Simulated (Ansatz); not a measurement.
Geometry optimisation, Ansatz 0.2.0, RKS PBE0-D4/cc-pVDZ.

The input (input.yaml):

```yaml
crystal:
  periodic: [false, false, false]
  atoms:
    - { symbol: C, position_ang: [-0.6064, -1.1493, 0.6639] }
    - { symbol: O, position_ang: [-0.5744, -0.3615, -0.5537] }
    - { symbol: C, position_ang: [-1.86019, -0.04029, -1.01155] }
    - { symbol: O, position_ang: [-2.52589, 0.95279, -0.08401] }
    - { symbol: Cl, position_ang: [-1.74695, 0.7806, -2.56989] }
    - { symbol: H, position_ang: [-1.1781, -0.5162, 1.4232] }
    - { symbol: H, position_ang: [0.3671, -1.3897, 1.0083] }
    - { symbol: H, position_ang: [-1.1869, -1.9984, 0.4451] }
    - { symbol: H, position_ang: [-2.54698, -0.94038, -1.08208] }
    - { symbol: H, position_ang: [-2.23158, 1.73895, -0.46716] }
basis:
  gaussian: { orbitals: cc-pVDZ }
hamiltonian:
  xc: pbe0
  dispersion: d4
relax:
  f_tol: 0.015
  max_steps: 40
```

Run as:

```bash
$ ansatz run input.yaml --threads 2 --pin off --max-ram 3072MiB --backend cpu --events-out ev --progress --plain --runs-dir out
```

Question: Where does it end, and by what steps?

Answer: The run converged. After 9 steps the energy has fallen by 0.665 eV; H10 moved furthest, 0.38 Å.

| step | energy less start (eV) | largest force component (eV/Å) | accepted |
| --- | --- | --- | --- |
| 0 | 0.0000 | 4.440 | yes |
| 1 | -0.4809 | 1.693 | yes |
| 2 | -0.5974 | 1.673 | yes |
| 3 | -0.6100 | 1.029 | yes |
| 4 | -0.5585 | 1.613 | no |
| 5 | -0.6607 | 0.385 | yes |
| 6 | -0.6640 | 0.101 | yes |
| 7 | -0.6644 | 0.045 | yes |
| 8 | -0.6645 | 0.018 | yes |
| 9 | -0.6646 | 0.006 | yes |

```xyz
10
Properties=species:S:1:pos:R:3
C -0.676 -1.074 0.639
O -0.649 -0.299 -0.547
C -1.916 -0.006 -1.004
O -2.588 0.895 -0.224
Cl -1.682 0.621 -2.689
H -1.202 -0.551 1.453
H 0.370 -1.243 0.923
H -1.165 -2.050 0.465
H -2.558 -0.897 -1.092
H -2.024 1.681 -0.153
```

Time of the run: 29 s on 2 threads of Arm Neoverse V1, with other jobs on the host, peak memory 0.21 GiB.
